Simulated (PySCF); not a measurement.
CH6Si.
Numbering: `[CH3:1][SiH3:2]` (hydrogens: H3, H4, H5 on C1; H6, H7, H8 on Si2)

Computed, not measured: PBE0-D3(BJ)/def2-SVP geometry optimisation, gas phase in PySCF 2.14.0.

(1) Give the optimised bond lengths and angles.

Results:

(1) 
| bond | length (Å) | order |
| --- | --- | --- |
| C1–Si2 | 1.879 | single |
| C1–H3, C1–H4, C1–H5 | 1.101 | single |
| Si2–H6, Si2–H7, Si2–H8 | 1.496 | single |

Bonds in one row agree within 0.01 Å and their mean is given. Orders are formal, as drawn. A selection of angles:
| angle | degrees |
| --- | --- |
| Si2–C1–H3 | 110.9 |
| H3–C1–H4 | 108.1 |
| C1–Si2–H6 | 110.7 |
| H6–Si2–H7 | 108.2 |

Si2 (SiH3 silicon) is tetrahedral (angles from 108.1° to 110.8°).

Point group: C3v (tolerance 0.08 Å). PBE0-D3(BJ)/def2-SVP frequencies: not computed here.
